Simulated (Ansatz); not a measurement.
C5H8O can be A, `CC1C=COC1`, or B, `C#CCOCC`.

Calculated with Ansatz (gas phase, PBE0-D4/def2-TZVP geometries, no zero-point term in ΔE). CCSD(T)/CBS is the MP2 limit (def2-TZVPP, def2-QZVPP) plus CCSD(T) − MP2 in def2-TZVPP, frozen cores. Functionals use def2-TZVPP. B3LYP here is the variant with VWN-RPA as its local correlation; programs differ in this. Each species was taken in one conformer, which may not be the lowest.

A:

```xyz
14

C    -0.250    0.393   -1.577
C     0.478   -0.197   -0.374
C    -0.360   -1.208    0.366
C    -0.740   -0.675    1.521
O    -0.241    0.558    1.780
C     0.731    0.818    0.753
H    -1.186    0.861   -1.265
H     0.363    1.147   -2.078
H    -0.491   -0.383   -2.308
H     1.429   -0.623   -0.709
H    -0.673   -2.165   -0.023
H    -1.399   -1.068    2.283
H     0.617    1.856    0.435
H     1.723    0.686    1.196
```

B:

```xyz
14

C    -2.4205   -1.6678   -0.5203
C    -1.6697   -0.8123   -0.9005
C    -0.7542    0.2302   -1.3624
O    -0.0709    0.8849   -0.3286
C     0.8442    0.0527    0.3530
C     1.5286    0.8707    1.4164
H    -3.0899   -2.4235   -0.1826
H    -1.3218    0.9983   -1.8937
H    -0.0452   -0.2122   -2.0793
H     1.5775   -0.3505   -0.3626
H     0.3153   -0.8007    0.7975
H     2.2490    0.2559    1.9600
H     2.0590    1.7159    0.9737
H     0.7985    1.2584    2.1293
```

(1) Which isomer does CCSD(T)/CBS put lower? Give the gap. (Estimate.)

(2) Give E(B) − E(A) in kJ/mol with MP2/def2-TZVPP, B2PLYP, PBE0-D4, CCSD(T)/def2-TZVPP, B3LYP-D4, B3LYP, PBE-D4. (Estimate.)

Largest T1 diagnostic: 0.012.

## Answers

(1) Computed: A, by 144.8 kJ/mol.

(2) Computed: MP2/def2-TZVPP 145.1, B2PLYP 136.1, PBE0-D4 167.6, CCSD(T)/def2-TZVPP 145.3, B3LYP-D4 141.6, B3LYP 133.8, PBE-D4 160.8. None reverses the order clearly.

In def2-TZVPP, CCSD(T) changes the Hartree–Fock value by +20.0 kJ/mol (the triples alone add +2.6 kJ/mol) and MP2 by +19.8 kJ/mol. The D4 term adds +7.8 kJ/mol with B3LYP and +3.8 kJ/mol with PBE0; it sums over pairs of atoms, weighted by their polarisabilities, and B3LYP, whose exchange is more repulsive, gets the larger term.
